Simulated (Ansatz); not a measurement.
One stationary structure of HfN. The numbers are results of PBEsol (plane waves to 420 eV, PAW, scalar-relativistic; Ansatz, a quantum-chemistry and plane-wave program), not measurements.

```cif
data_HfN
_chemical_formula_sum 'N1 Hf1'
_space_group_name_H-M_alt 'P 1'
_space_group_IT_number 1
_cell_length_a 3.18312
_cell_length_b 3.18312
_cell_length_c 3.18312
_cell_angle_alpha 60.000
_cell_angle_beta 60.000
_cell_angle_gamma 60.000
loop_
_space_group_symop_operation_xyz
  'x, y, z'
loop_
_atom_site_label
_atom_site_type_symbol
_atom_site_fract_x
_atom_site_fract_y
_atom_site_fract_z
_atom_site_occupancy
N1 N 0.50000 0.50000 0.50000 1
Hf1 Hf 0.00000 0.00000 0.00000 1
```

### Question
Determine the symmetry and give the standard cell with its independent sites.

### Answer
Space group Fm-3m (No. 225); a = b = c = 4.5016 Å, α = β = γ = 90.00°

| atom | site | symmetry | x | y | z |
|---|---|---|---|---|---|
| N | 4b | m-3m | 0.5000 | 0.5000 | 0.5000 |
| Hf | 4a | m-3m | 0.0000 | 0.0000 | 0.0000 |

This is the rock salt type.

### Question
Give the shortest distances between elements (the closest pairs, up to four, under 3.6 Å).

### Answer
Hf–N 2.25 Å; N–N 3.18 Å; Hf–Hf 3.18 Å.

```yaml
volume_per_atom: 11.40 Å³
density: 14.02 g/cm³
band_gap: zero (metallic)
```

No spin polarisation in the result. The relaxed primitive cell holds an odd number of electrons. A magnetic state may lie lower.

Measured for HfN: a 4.519 Å (0 K or low temperature; as listed in Guo-Xu Zhang et al., New Journal of Physics (2018)). Computed minus measured — a: PBEsol -0.4 %. The computed values are for a static lattice.

The run could not lose the symmetry of its start.
